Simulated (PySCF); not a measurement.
## Gas-phase thermal properties of PH₃

Energies from PySCF (xtb for GFN2), thermal terms from the rigid-rotor harmonic-oscillator model, ideal gas at 1 bar. 'Table' is the NASA 1993 thermochemical table (part measured, part estimated). 6-31G* has spherical d functions here. All species are closed-shell singlets. B3LYP is the form with VWN-RPA correlation. The harmonic model lacks anharmonicity and excited electronic states, which grow with temperature; levels with a mode under 35 cm⁻¹ are left out.

```
level           point group  σ  ZPE (kJ/mol)  S°298 (J/mol/K)  Cp298 (J/mol/K)  S°1000 (J/mol/K)  H1000 − H298 (kJ/mol)
--------------  -----------  -  ------------  ---------------  ---------------  ----------------  ---------------------
table                     -  -             -            210.3             37.1             270.0                   36.6
B3LYP/6-31G*            C3v  3          63.6            210.1             36.5             268.6                   35.9
GFN2-xTB                C3v  3          62.8            209.4             36.4             268.0                   35.9
HF/6-31G*               C3v  3          68.7            209.5             35.7             266.0                   34.6
PBE/def2-SVP            C3v  3          60.7            210.7             37.4             270.8                   36.8
PBE0/def2-TZVP          C3v  3          63.0            210.2             37.0             269.3                   36.2
```
σ: rotational symmetry number. Electronic degeneracy used: 1. Frequencies are unscaled.
